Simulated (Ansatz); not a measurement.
The reference is W in the bcc (W type) structure (space group Im-3m, No. 229; a = 3.154 Å).

Method: PBEsol (Ansatz, an electronic-structure program, PAW, scalar-relativistic without spin-orbit coupling), earlier PAW set.

Modification: every W is replaced by Ta, then cell and atoms are relaxed.

Measured lattice parameter a: W 3.16 Å (static lattice; corrected from measurement; as listed in Daniel Mejia-Rodriguez, S. B. Trickey, Phys. Rev. B (2018)); Ta 3.299 Å (static lattice; corrected from measurement; as listed in Daniel Mejia-Rodriguez, S. B. Trickey, Phys. Rev. B (2018)).

**Question.** How well does PBEsol reproduce the measured shift?

**Answer.** With PBEsol the lattice parameter a moves by +0.127 Å (3.154 → 3.282) against +0.139 Å measured.

Whether these cells are dynamically stable was not tested. The final runs are not spin-polarised.
